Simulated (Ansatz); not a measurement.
Geometry optimisation of C2HF3O, SMILES `OC(F)=C(F)F`.

```yaml
crystal:
  periodic: [false, false, false]
  atoms:
    - {symbol: O, position_ang: [-0.174494, -0.982209, -1.219600]}
    - {symbol: C, position_ang: [0.117365, -0.604184, 0.041811]}
    - {symbol: F, position_ang: [0.492500, -1.627929, 0.800637]}
    - {symbol: C, position_ang: [0.054079, 0.649908, 0.530714]}
    - {symbol: F, position_ang: [-0.327659, 1.674366, -0.251984]}
    - {symbol: F, position_ang: [0.343092, 1.010007, 1.773426]}
    - {symbol: H, position_ang: [-0.443583, -0.187859, -1.720604]}
basis:
  gaussian: {orbitals: def2-TZVP}
hamiltonian: {xc: pbe0, dispersion: d4}
relax: {f_tol: 0.005, max_steps: 150}
```

```sh
$ ansatz run in.yaml --threads 2 --pin off --events-out ev --progress --plain --max-ram 4352MiB
```

Shortened log:

```
Functional definition: PBE0
mean field -12279.34235152 eV, -451.2575081813 hartree, gradient 1.7e-5 eV, S^2 0.000000; 0 other end points of the search recorded, 0 dependent functions left out
relax step   1: F+E_penalty+E_count = -12279.43296221 eV  Δ(F+E_penalty+E_count) = +0.000e0 eV  max|allowed force component| = 7.725e-1 eV/Å  Δτ_max = 0.0000 Å  (30 SCF iters, accepted)
mean field -12279.38333114 eV, -451.2590141544 hartree, gradient 9.9e-6 eV, S^2 0.000000; 0 other end points of the search recorded, 0 dependent functions left out
relax step   2: F+E_penalty+E_count = -12279.47430587 eV  Δ(F+E_penalty+E_count) = -4.134e-2 eV  max|allowed force component| = 2.608e-1 eV/Å  Δτ_max = 0.0183 Å  (32 SCF iters, accepted)
mean field -12279.38788495 eV, -451.2591815037 hartree, gradient 9.9e-6 eV, S^2 0.000000; 0 other end points of the search recorded, 0 dependent functions left out
relax step   3: F+E_penalty+E_count = -12279.47898052 eV  Δ(F+E_penalty+E_count) = -4.675e-3 eV  max|allowed force component| = 4.303e-2 eV/Å  Δτ_max = 0.0088 Å  (32 SCF iters, accepted)
mean field -12279.38821745 eV, -451.2591937231 hartree, gradient 1.0e-5 eV, S^2 0.000000; 0 other end points of the search recorded, 0 dependent functions left out
relax step   4: F+E_penalty+E_count = -12279.47929650 eV  Δ(F+E_penalty+E_count) = -3.160e-4 eV  max|allowed force component| = 2.683e-2 eV/Å  Δτ_max = 0.0060 Å  (32 SCF iters, accepted)
mean field -12279.38845746 eV, -451.2592025432 hartree, gradient 1.1e-5 eV, S^2 0.000000; 0 other end points of the search recorded, 0 dependent functions left out
relax step   5: F+E_penalty+E_count = -12279.47950656 eV  Δ(F+E_penalty+E_count) = -2.101e-4 eV  max|allowed force component| = 9.499e-3 eV/Å  Δτ_max = 0.0099 Å  (33 SCF iters, accepted)
mean field -12279.38846107 eV, -451.2592026759 hartree, gradient 1.0e-5 eV, S^2 0.000000; 0 other end points of the search recorded, 0 dependent functions left out
relax step   6: F+E_penalty+E_count = -12279.47950709 eV  Δ(F+E_penalty+E_count) = -5.341e-7 eV  max|allowed force component| = 1.067e-2 eV/Å  Δτ_max = 0.0013 Å  (33 SCF iters, accepted)
mean field -12279.38846512 eV, -451.2592028248 hartree, gradient 1.0e-5 eV, S^2 0.000000; 0 other end points of the search recorded, 0 dependent functions left out
relax step   7: F+E_penalty+E_count = -12279.47951355 eV  Δ(F+E_penalty+E_count) = -6.459e-6 eV  max|allowed force component| = 2.611e-3 eV/Å  Δτ_max = 0.0005 Å  (34 SCF iters, accepted)
mean field -12279.38846512 eV, -451.2592028248 hartree, gradient 1.0e-5 eV, S^2 0.000000; 1 other end points of the search recorded, 0 dependent functions left out
Total energy: -12279.47953205 eV, -451.2625494726 hartree
Atom 0 at    -0.172479    -0.975069    -1.206211 Å, force    -0.000247    -0.000480    -0.000979 eV/Å
Atom 1 at     0.114007    -0.586432     0.040635 Å, force     0.000519    -0.000348     0.001620 eV/Å
Atom 2 at     0.485968    -1.598784     0.793891 Å, force    -0.000332     0.000994    -0.000566 eV/Å
Atom 3 at     0.053492     0.642838     0.525288 Å, force    -0.000721    -0.000531    -0.002611 eV/Å
Atom 4 at    -0.320901     1.669762    -0.228583 Å, force     0.000214    -0.000586     0.000607 eV/Å
Atom 5 at     0.342207     0.991087     1.757522 Å, force     0.000483     0.000710     0.001835 eV/Å
Atom 6 at    -0.440993    -0.211301    -1.728142 Å, force     0.000085     0.000241     0.000094 eV/Å
Dipole moment:    -0.113011     0.158517    -0.312828 e Å
```

Run time 33 s (2 threads of an Arm Neoverse V1 on a shared host); peak host memory 0.4 GiB.
